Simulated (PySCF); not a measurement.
## Stretching BP⁻

Set-up: PySCF, spin-free X2C with a Gaussian nucleus, basis sets B aug-cc-pVDZ-DK, P aug-cc-pVDZ-DK. Energies in eV from B + P⁻ in their ground configurations at the same level. State: ²Σ⁺ (doublet), unpaired electrons σ ↑.

```
R (Å)   B3LYP    BLYP  r²SCAN   HSE06
1.474  -3.732  -3.742  -4.116  -3.954
1.543  -4.480  -4.516  -4.880  -4.704
1.611  -4.901  -4.966  -5.311  -5.124
1.663  -5.054  -5.142  -5.467  -5.275
1.714  -5.100  -5.212  -5.514  -5.316
1.765  -5.064  -5.200  -5.475  -5.273
1.834  -4.919  -5.088  -5.323  -5.116
1.920  -4.633  -4.841  -5.021  -4.811
2.022  -4.203  -4.456  -4.566  -4.353
2.160  -3.575  -3.881  -3.900  -3.685
```

**Question.** Put a parabola through the three lowest points of the B3LYP curve and estimate Re, k and ωe (reduced mass 8.122 u; 1 eV/Å² = 0.16022 mdyn/Å; ωe = 1302.8·√(k/μ) cm⁻¹).

**Answer.** Through R = 1.663, 1.714, 1.765 Å the second-order coefficient is 15.8 eV/Å², so Re ≈ 1.717 Å, k ≈ 5.05 mdyn/Å and ωe ≈ 1027 cm⁻¹. A polynomial fit of higher order to the unrounded B3LYP energies gives Re = 1.715 Å, k = 4.98 mdyn/Å, ωe = 1021 cm⁻¹; anharmonicity and rounding make the difference.

The higher-order fit for each curve: B3LYP: Re = 1.715 Å, ωe = 1021 cm⁻¹, De = 5.10 eV; BLYP: Re = 1.731 Å, ωe = 979 cm⁻¹, De = 5.22 eV; r²SCAN: Re = 1.714 Å, ωe = 1041 cm⁻¹, De = 5.51 eV; HSE06: Re = 1.711 Å, ωe = 1042 cm⁻¹, De = 5.32 eV.

For an ion De counts to the pair picked by the measured ionisation energies or electron affinities, which need not be the lowest pair at this level. The highest Kohn–Sham level is positive in this anion. Much of that is self-interaction error, but it also means that the finite basis helps to hold the extra electron. The state is the lowest determinant that a PBE0 search found; another state may lie lower at other levels.
